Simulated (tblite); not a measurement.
Compound: C2H2FO (charge +1).
SMILES: `[O+]#CCF`

Level: GFN2-xTB in tblite, geometry and Hessian alike; calculated harmonic values, unscaled, isolated species. Errors from tens to a few hundred cm⁻¹ against measured bands are possible.

Harmonic wavenumbers (cm⁻¹): 163.0, 367.7, 629.6, 855.2, 945.5, 1060.1, 1060.9, 1185.7, 1236.4, 2348.0, 2730.9, 2764.2.

A = 36206, B = 4821, C = 4376 MHz; mass 61.009 u (most abundant isotopes); point group Cs, symmetry number 1.

Task: Zero-point energy?

Result: ½Σν̃ = 7674 cm⁻¹ = 91.80 kJ/mol.

Task: Entropy at 298.15 K, 1 bar (ideal gas, RRHO, classical rotation)?

Result: Translation 160.13, rotation 98.57, vibration 18.89: S = 277.6 J/(mol K).

Task: And Cp and H(298.15 K) − H(0)?

Result: Cp = 60.17 J/(mol K), of which vibrations give 26.92 (their classical limit is 12 R = 99.8); H(298.15 K) − H(0) = 13.35 kJ/mol without the zero-point energy, 3.43 from vibrations.

Task: What must be added to the electronic energy to get the Gibbs energy at 298.15 K and 1 bar?

Result: ZPE + [H(298.15 K) − H(0)] − T·S = 91.80 + 13.35 − 82.76 = 22.39 kJ/mol.

Task: Which modes carry the vibrational entropy at 298.15 K?

Result: 163.0 cm⁻¹: 10.52; 367.7 cm⁻¹: 4.56; 629.6 cm⁻¹: 1.68; 855.2 cm⁻¹: 0.70; 945.5 cm⁻¹: 0.49; 1060.1 cm⁻¹: 0.31 J/(mol K); the other 6 give 0.64 together.

Task: How do the functions run with temperature in this model?

Result: 
```tsv
T (K)	S (J/(mol K))	Cp (J/(mol K))	H − H(0) (kJ/mol)	G − H(0) (kJ/mol)	ln q(vib)
50	199.7	35.0	1.68	-8.31	0.01
100	225.5	39.9	3.56	-19.00	0.11
373.15	292.0	68.6	18.18	-90.78	1.25
500	313.8	80.6	27.68	-129.24	1.91
750	349.9	96.9	50.04	-212.37	3.25
1000	379.3	107.3	75.66	-303.63	4.56
```

q(vib) and H(0) count from the zero-point level.

Hindered rotation and anharmonicity are outside this model.

Hardware: one thread of an Arm Neoverse V2, no GPU (shared host). This covers the Hessian and the dipole derivatives.
